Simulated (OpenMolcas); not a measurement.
Predicting a hybrid from its neighbours: C3H3N

The species is C3H3N (7 atoms), meant as a singlet with charge 0. As SMILES, `C=CC#N`. Geometry: relaxed at PBE0-D4/def2-TZVP.

The dipole moment y, in D, basis 6-311+G(d,p); a is the functional's share of exact exchange. Programs: OpenMolcas 26.06.

```
functional     program     a  y (D)
    r2SCAN  OpenMolcas     0   4.04
       PBE  OpenMolcas     0   3.93
     B3LYP  OpenMolcas   0.2      ?
      PBE0  OpenMolcas  0.25   4.05
     BHLYP  OpenMolcas   0.5   4.18
```

Q: Fit y = c + s·a to the known rows and predict B3LYP.

A: 
1. Means of the 4 rows: a = 0.1875, y = 4.050.
2. Σ(Δa)² = 0.17188, Σ(Δa·Δy) = 0.065, so the slope is 0.065/0.17188 = 0.37817.
3. Intercept: 4.050 − (0.37817) × 0.1875 = 3.979. The largest residual of the fit is 0.061.
4. B3LYP: 3.979 + (0.37817) × 0.2 = 4.05 D.

The run gave 4.04 D, so the prediction is off by +0.01 D, within the scatter of the fit. More exact exchange makes the molecule more polar here. The rows mix families of semi-local functionals, which the line can't see. The measured value is 3.87 D (NIST CCCBDB).
